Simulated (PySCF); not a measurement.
# Calculated properties of thiirane (`C1CS1`)

Compound: thiirane, C2H4S.
Numbering: `[CH2:1]1[CH2:2][S:3]1` (hydrogens: H4, H5 on C1; H6, H7 on C2)

Structural features include: sulfide.

**GFN2-xTB geometry**

| Item | Value |
| --- | --- |
| Point group of the GFN2-xTB geometry | C2v |
| Rotational constants A, B, C of the GFN2-xTB geometry | 22.079, 11.065, 8.166 GHz |

**PBE0/pcSseg-1 ground state and GIAO shieldings, non-relativistic (PySCF)**

| Property | Result |
| --- | --- |
| Dipole moment | 1.99 D |
| HOMO energy | -6.54 eV |
| LUMO energy | 0.41 eV |
| HOMO–LUMO gap | 6.95 eV |
| Lowest Hirshfeld atomic charge | -0.07 e on C1/C2/S3 |
| Highest Hirshfeld atomic charge | +0.05 e on H4/H5/H6/H7 |
| 13C chemical shifts (computed TMS as zero) by class | 19.4 (C1/C2) ppm |
| 1H chemical shifts (computed TMS as zero) by class | 2.22 (H4/H5/H6/H7) ppm |
| Isotropic shieldings of nuclei other than C and H, by class | 777 (S3) ppm |
| Mayer bond orders between heavy atoms | C1–C2 1.00, C2–S3 0.96, S3–C1 0.96 |

Monoisotopic mass from the formula: 60.0034 u.

Point group C2v permits a dipole; with 1.99 D the species has a pure rotational spectrum. The rotational constants make it an asymmetric top with κ = (2B − A − C)/(A − C) = -0.58, nearer the prolate limit (−1). The dipole equals about 6.6 × 10⁻³⁰ C·m (1 D = 3.33564 × 10⁻³⁰ C·m). With B = h/(8π²I), that is 505.379 GHz u Å² over I, the principal moments of inertia are 22.9, 45.7 and 61.9 u Å² (most abundant isotopes).

Isolated species at its GFN2-xTB geometry, gas phase.
